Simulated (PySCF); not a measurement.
**Basis-set dependence of SiH⁻ at HF**

PySCF, UHF reference; triplet, unpaired electrons π ↑↑; De to Si⁻ + H without counterpoise correction.

| basis | relativity | functions | Re (Å) | ωe (cm⁻¹) | De (eV) | μ (D) |
| --- | --- | --- | --- | --- | --- | --- |
| def2-SVPD | no relativity | 32 | 1.554 | 1904 | n/a | -0.01 |
| aug-pcseg-1 | no relativity | 36 | 1.546 | 1943 | n/a | 0.13 |
| def2-TZVPPD | no relativity | 65 | 1.545 | 1910 | n/a | 0.11 |

Problem. How does each smaller set differ from the one with most functions, def2-TZVPPD?

Solution. def2-SVPD: +0.9 pm, -0.3 % in ωe; aug-pcseg-1: +0.1 pm, +1.7 % in ωe. All at HF; the set with most functions is neither the basis-set limit nor always the best.

A positive dipole points towards H; it is taken about the centre of mass and depends on that origin. Hartree–Fock leaves out correlation, which carries a large part of most bond energies and some tenths to 1 eV of ionisation energies. The state is the lowest determinant that a PBE0 search found; another state may lie lower at other levels.
